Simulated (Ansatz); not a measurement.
**Al₂H, quartet along the angle Al2-Al1-H3**

Starting geometry (PBE0/def2-TZVP stationary point for this spin, not checked as a minimum):

```xyz
3

Al    0.0000    0.0000    0.2591
Al    0.0000    0.0000   -2.1014
H     0.0000    0.0000    1.8423
```

From there the angle named below is changed in its plane at fixed bond lengths, both arms turning rigidly about the middle atom; atoms are numbered as listed. Energies are in kcal/mol, counted from the starting geometry at the same level.

Basis 6-31G; Ansatz 0.2.0. Correlated methods freeze the noble-gas cores. R marks a restricted (for open shells ROHF) determinant, U an unrestricted one. Active spaces: valence = (7e, 9o) chosen from the atoms' valence shells.

Runs in a small pair space aren't shown, since their orbitals change along the scan.

Full CI is exact within this basis and frozen core; it isn't the basis-set limit. The frozen core follows each run's orbitals, which can shift R against U totals by a few meV.

```tsv
angle Al2-Al1-H3 (°)	full CI	unpaired electrons (full CI)	error RHF	error RMP2	error UCCSD	error UCCSDTQ	error CASSCF (valence space)	error MRCISD+Q (valence space)
67.5	18.5	3.06	1.0	0.1	-0.1	0.0	0.7	0.0
85.6	14.7	3.05	-1.1	0.7	-0.1	0.0	0.7	0.0
102.2	11.0	3.05	-2.0	1.0	-0.1	0.0	0.6	0.0
118.8	7.1	3.05	-1.3	1.4	-0.1	0.0	0.6	0.0
136.4	3.6	3.05	0.1	1.2	0.0	0.0	0.5	0.0
160.0	0.7	3.04	0.5	0.0	0.0	0.0	0.2	0.0
180.0	0.0	3.04	0.0	0.0	0.0	0.0	0.0	0.0
```

Unpaired electrons are Σ n²(2−n)² over natural occupations. Errors are those of relative energies. In total energy the starting point itself misses full CI by: RHF 45.6, RMP2 15.2, UCCSD 1.8, UCCSDTQ 0.0, CASSCF (valence space) 10.8, MRCISD+Q (valence space) 0.1 kcal/mol.

Spread of the error over the points with a reference, to 180.0 ° (largest less smallest): UCCSDTQ 0.0, MRCISD+Q (valence space) 0.0, UCCSD 0.2, CASSCF (valence space) 0.7, RMP2 1.4, RHF 3.0 kcal/mol.
